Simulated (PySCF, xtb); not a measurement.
H4PSSi+: which of two structures lies lower

We compare X, `[SiH2]1P[SH+]1`, a singlet, with Y, a singlet given by its coordinates. Both are isolated ions in the gas phase, relaxed with PBE0-D4/def2-SVP.

X (Å):

```yaml
atoms:
  - { symbol: P, position_ang: [-1.2879, -1.6737, -1.1851] }
  - { symbol: S, position_ang: [-0.4570, 0.4270, -1.1920] }
  - { symbol: Si, position_ang: [-2.6890, 0.0649, -1.1338] }
  - { symbol: H, position_ang: [-3.2672, 0.6152, -2.3777] }
  - { symbol: H, position_ang: [-3.2208, 0.4474, 0.1907] }
  - { symbol: H, position_ang: [-0.2306, 0.4991, 0.1473] }
  - { symbol: H, position_ang: [-1.2567, -1.6791, -2.6153] }
```

Y (Å):

```
atom    x (Å)    y (Å)    z (Å)
   P  -2.9704   0.0550  -2.2425
   S   0.3658  -0.4332  -0.4890
  Si  -1.6102  -0.9038  -0.8049
   H  -4.0716  -0.0251  -1.3365
   H  -2.5578   1.3827  -1.9239
   H  -1.9820  -2.1656  -0.1237
   H   0.3646   0.7016  -1.2338
```

Close contacts (Å): P1–Si3 2.20, S2–Si3 2.06, P1–H4 1.43, P1–H5 1.43, S2–H7 1.36, Si3–H6 1.48.

Q: Estimate which is lower in electronic energy at CCSD(T)/def2-SVP + ΔMP2/def2-TZVPP, and by roughly how much.

A: The CCSD(T)/def2-SVP + ΔMP2/def2-TZVPP calculation puts structure Y lower, by 9.1 kJ/mol.

Level by level:

```
                             level          geometry  E(Y) − E(X) (kJ/mol)  departure from the last row (kJ/mol)  job, with rough time for the two
                          GFN2-xTB          GFN2-xTB                    −3.7                                  +5.4              optimisation, 0.25 s
                         HF/STO-3G          GFN2-xTB                    +6.0                                 +15.1              single point, 0.84 s
                r2SCAN-D4/def2-SVP          GFN2-xTB                    −4.5                                  +4.6               single point, 9.6 s
                  PBE0-D4/def2-SVP  PBE0-D4/def2-SVP                   −15.1                                  −6.0                optimisation, 63 s
                       HF/def2-SVP  PBE0-D4/def2-SVP                   −31.1                                 −22.0           part of the CCSD(T) run
                      MP2/def2-SVP  PBE0-D4/def2-SVP                   −22.8                                 −13.7           part of the CCSD(T) run
                  CCSD(T)/def2-SVP  PBE0-D4/def2-SVP                   −22.7                                 −13.6                      single point
CCSD(T)/def2-SVP + ΔMP2/def2-TZVPP  PBE0-D4/def2-SVP                    −9.1                                                      single point, 16 s
```

HF/STO-3G puts the two in the other order. The largest departure from CCSD(T)/def2-SVP + ΔMP2/def2-TZVPP is that of HF/def2-SVP, 22.0 kJ/mol. The last row adds to CCSD(T) the change of the MP2 difference between the two basis sets, here +13.6 kJ/mol, a large step that makes the value less sure.

With thermal terms from frequencies at re-optimised GFN2-xTB minima (ideal gas, soft modes damped towards free rotors, one conformer each, 298.15 K, 1 atm): the zero-point term adds −0.8 kJ/mol; ΔH is −8.4 and ΔG −14.0 kJ/mol.

The correlated steps freeze 15 core orbitals. Run with PySCF 2.14.0, xtb 6.7.1; the last row on 2 threads of Intel(R) Xeon(R) 6975P-C (Granite Rapids) on a shared host.
